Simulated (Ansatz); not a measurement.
System: rock-salt NaCl. Method: G0W0@PBE (plane waves, hard PAW, contour deformation; Ansatz, a first-principles code).

The cell has the measured lattice parameters. Conventional cell: a = 5.6401 Å, b = 5.6401 Å, c = 5.6401 Å, α = 90.00°, β = 90.00°, γ = 90.00°.

The quasiparticle gap at Γ at a fixed k mesh 4×4×4:

| response cutoff | value (eV) |
|---|---|
| 150 eV, 344 empty bands | 7.894 |
| 200 eV, 529 empty bands | 7.960 |
| 250 eV, 740 empty bands | 8.000 |
| 300 eV, 972 empty bands | 8.024 |

Question: Taking the value to converge with the response cutoff E as E^(−3/2), extrapolate from the last two rows.

Answer: With y = y∞ + c/w and weights w = 3953 and 5196 for the last two rows, y∞ = (w2 y2 − w1 y1)/(w2 − w1) = (5196 × 8.024 − 3953 × 8.000)/1243 = 8.100 eV, which lies 0.076 beyond the last row. Successive pairs of rows give 8.082, 8.101, 8.100. The limit also hangs on the law assumed, so its last digits aren't firm.

The other settings are not extrapolated, so this is the limit in one setting alone.
